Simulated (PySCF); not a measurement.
Working out the ionisation energy of C

C [He] 2s2 2p2 (3P) → C⁺ [He] 2s2 2p1 (2P). All numbers are calculated (PySCF 2.14, the spin-free X2C one-electron Hamiltonian (Gaussian nucleus), in cc-pVDZ-DK). Frozen: 1s2. Energies in hartree (1 hartree = 27.21139 eV):

```json
{"part": "UHF", "C (lower)": "-37.701472", "C⁺ (upper)": "-37.304630"}
{"part": "CCSD correlation", "C (lower)": "-0.072913", "C⁺ (upper)": "-0.066690"}
{"part": "(T)", "C (lower)": "-0.000925", "C⁺ (upper)": "-0.000651"}
```

Question: What does Hartree-Fock give?

Answer: (-37.304630) − (-37.701472) = 0.396842 hartree = 10.799 eV.

Question: What do CCSD and CCSD(T) give?

Answer: The CCSD correlation energies differ by 0.006223 hartree = 0.169 eV and the triples by 0.000274 hartree = 0.007 eV, so CCSD gives 10.968 eV and CCSD(T) 10.975 eV.

Measured between the centres of the two terms (NIST): 11.262 eV, so CCSD(T) (valence) is off by -0.287 eV.

A double-zeta basis recovers only part of the correlation energy.

What remains against the reference includes basis incompleteness, the frozen core and higher excitations.
